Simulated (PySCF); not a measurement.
CH6SSi, singlet: at the end structure of a reaction step.

The script, run.py:

```python
import json, numpy as np
from pyscf import gto, scf, dft, mp, cc
EV, BOHR = 27.211386245988, 0.529177210903
mol = gto.M(atom="""
Si -1.391392 -1.188691 0.098773
C 1.102203 0.994297 -0.066327
S -0.807575 -2.881486 -0.644099
H 1.212391 -0.002506 -0.497170
H -2.149119 -0.149651 -0.644209
H -1.196678 -0.760935 1.506655
H 0.090889 1.372022 -0.228585
H 1.314332 0.957535 1.001363
H 1.805317 1.666748 -0.556863
""", basis="def2-tzvpp", charge=0, spin=0, max_memory=8670, verbose=0)
def mean_field(mol, dm=None):
    mf = scf.RHF(mol).density_fit()
    mf.conv_tol = 1e-9
    mf.kernel(dm0=dm)
    if not mf.converged: mf = mf.newton().run(mf.mo_coeff, mf.mo_occ)
    assert mf.converged
    return mf
def d4(mol):
    return 0.0, np.zeros((9, 3))
def energy_and_gradient(mol, dm=None):
    mf = mean_field(mol, dm); e, g = d4(mol)
    return mf, (mf.e_tot + e) * EV, (mf.nuc_grad_method().kernel()[:9] + g) * EV / BOHR
out = {}
mf = mean_field(mol); frozen = 11
print(f"Hartree-Fock energy {mf.e_tot * EV:.6f} eV")
m2 = mp.MP2(mf, frozen=frozen or None).run()
out.update(reference=mf.e_tot * EV, same_spin=m2.e_corr_ss * EV, opposite_spin=m2.e_corr_os * EV, energy=m2.e_tot * EV, converged=True, frozen=frozen)
print(f"MP2 correlation {m2.e_corr * EV:.6f} eV")
c = cc.CCSD(mf, frozen=frozen or None); c.conv_tol = 1e-7; c.max_cycle = 80; eris = c.ao2mo(); c.kernel(eris=eris); t = c.ccsd_t(eris=eris)
t1 = c.t1 if isinstance(c.t1, tuple) else (c.t1, c.t1); t2 = c.t2 if isinstance(c.t2, tuple) else (c.t2,)
T1 = np.sqrt(sum((a**2).sum() for a in t1) / 2 / (mol.nelectron - 2 * frozen))
print(f"CCSD correlation {c.e_corr * EV:.6f} eV, (T) {t * EV:.6f} eV, T1 diagnostic {T1:.4f}")
out.update(ccsd=c.e_corr * EV, triples=t * EV, t1=T1, largest_double=max(abs(a).max() for a in t2 if a.size), energy=(c.e_tot + t) * EV, converged=bool(c.converged))
out['triplet_stable'] = bool(mf.stability(internal=False, external=True, return_status=True)[3])
out['s2'] = mf.spin_square()[0]; out['nelec'] = mol.nelec
print(f"Total energy {out['energy']:.6f} eV, <S^2> {out['s2']:.4f}")
json.dump(out, open("out.json", "w"), default=float)
```

Command:

```bash
OMP_NUM_THREADS=4 python run.py
```

It printed (PySCF 2.14):

```
Hartree-Fock energy -19806.150572 eV
MP2 correlation -13.246211 eV
CCSD correlation -14.654617 eV, (T) -0.615266 eV, T1 diagnostic 0.0149
Total energy -19821.420455 eV, <S^2> 0.0000
```

Hardware: 4 CPU threads of an Arm Neoverse V1, shared host. Wall time 5.2 min; peak host memory 2.1 GiB.
